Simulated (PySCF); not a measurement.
## Adding water to Li+, molecule by molecule

Gas-phase clusters of one Li+ with n water, each in one structure from a short search with a few starts, optimised by PBE0-D3(BJ)/def2-SVPD or PBE0-D3(BJ)/def2-TZVPD; other arrangements may lie lower. Binding energies from relaxed separate molecules, wB97M-D3(BJ)/def2-TZVPD, counterpoise-corrected, in kcal/mol (PySCF). Shieldings by GIAO PBE0/pcSseg-2.

Frequency runs check only 2 of the 4 structures; these show no clear imaginary mode.

| n | binding energy | gain of the last molecule | shielding of Li (ppm) |
| --- | --- | --- | --- |
| 1 | -34.9 | -34.9 | 92.5 |
| 2 | -65.0 | -30.1 | 91.1 |
| 3 | -88.4 | -23.4 | 90.5 |

Problem. What would the next cluster, with 4 water, show?

Solution. binding energy: -105.7; gain of the last molecule: -17.3; shielding of Li (ppm): 90.7.
